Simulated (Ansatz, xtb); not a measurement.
Relative energy of two isomers of CH2BP

Structure I is `B1C=P1`, a singlet and structure II is `BC#P`, a singlet. Both are isolated molecules in the gas phase, relaxed with B3LYP-D3(BJ)/def2-SVP.

Energies in hartree; the thermal terms are from B3LYP-D3(BJ)/def2-SVP harmonic frequencies (ideal gas, rigid rotor, one conformer each, 298.15 K, 1 atm) and include the zero-point energy:

```
                                I           II
E, CCSD(T)/def2-TZVPP  −404.873355  −404.861658
    zero-point energy     0.027581     0.025159
         H(298 K) − E     0.031842     0.030114
         G(298 K) − E     0.002664     0.000646
```

Question: Work out ΔE, ΔE₀, ΔH and ΔG for I → II in kcal/mol (1 Eh = 627.51 kcal/mol) and the equilibrium ratio [II]/[I].

Answer: 1. ΔE = −404.861658 − (−404.873355) = +0.011697 Eh = +7.34 kcal/mol.
2. ΔE₀ = ΔE + ΔZPE = +0.011697 + (−0.002422) Eh = +5.82 kcal/mol.
3. ΔH = ΔE + (−0.001728) Eh = +6.26 kcal/mol.
4. ΔG = ΔE + (−0.002018) Eh = +6.07 kcal/mol, so ΔS = (ΔH − ΔG)/T = +2.6 J/(mol K).
5. kT = 0.9442 mEh, so K = [II]/[I] = exp(−ΔG/kT) = exp(−10.25) ≈ 3.5 × 10^−5.

Structure I is favoured at this temperature. An error of 1 kcal/mol in ΔG would change K by a factor of 5.4. GFN2-xTB gave ΔE the other sign. Mirror images and further conformers aren't counted.

As drawn, II has 1 C≡P, 1 B–H in place of 1 C=P, 1 B–P, 1 C–H. Structure I has a 3-membered ring, II no ring.

Other levels gave ΔE = −2.1 (GFN2-xTB); +13.2 (HF/STO-3G, GFN2-xTB geometries); +11.6 (r2SCAN-D4/def2-SVP, GFN2-xTB geometries); +7.9 (B3LYP-D3(BJ)/def2-SVP); +7.0 (HF/def2-TZVPP); +8.1 (MP2/def2-TZVPP) kcal/mol. The correlated steps freeze 7 core orbitals. Programs: Ansatz 0.2.0, xtb 6.7.1.
